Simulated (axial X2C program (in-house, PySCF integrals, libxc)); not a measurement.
## Correcting the dissociation energy of S₂ for spin–orbit coupling

A spin-free CCSD(T) curve (one-electron X2C) was computed with an in-house all-electron X2C program for linear molecules (integrals from PySCF), basis S dyall-av3z [9s8p3d2f] (cores contracted in-house), for the state M_S = 1, Λ = 0 (beyond evenly filled blocks: π+α, π-α). It gives D0 = 4.047 eV to S + S, which in a spin-free picture are the weighted means of the ground terms.

Correlated methods: 12 electrons correlated (number of frozen shells: S 2 s, 1 p), 196 virtual spin orbitals or spinors in MP2, 90 natural virtuals in coupled cluster.

Measured levels of the ground terms (NIST Handbook of Basic Atomic Spectroscopic Data), in cm⁻¹: S 3P: J = 2 at 0, J = 1 at 396.1, J = 0 at 573.6.

The molecular state has Λ = 0, so it has no first-order lowering.

Question: How far does each ground level lie under the (2J+1)-weighted mean of its term?

Answer: S: (5 × 0 + 3 × 396.1 + 1 × 573.6)/9 = 196 cm⁻¹, counted twice.

Question: Correct D0.

Answer: D0 = 4.047 + (0 − 392)/8065.5 = 3.998 eV at CCSD(T) with these spin–orbit terms.

Second-order spin–orbit effects in the molecule, which grow quickly with Z, are left out. The state is a single determinant with fixed occupations, the lowest that a limited PBE0 search found. Dissociation energies refer to the lowest single-determinant-based atoms at the same level and basis. CCSD and (T) use frozen natural virtuals with an MP2 correction for the truncation; (T) itself is uncorrected, so its De runs slightly low. PBE0 can misorder states that lie within some tenths of an eV, so this need not be the ground state of the molecule. The nearest other spin-free determinant of the search, M_S = 0, Λ = 2, lies 0.71 eV up at the distance of the search.
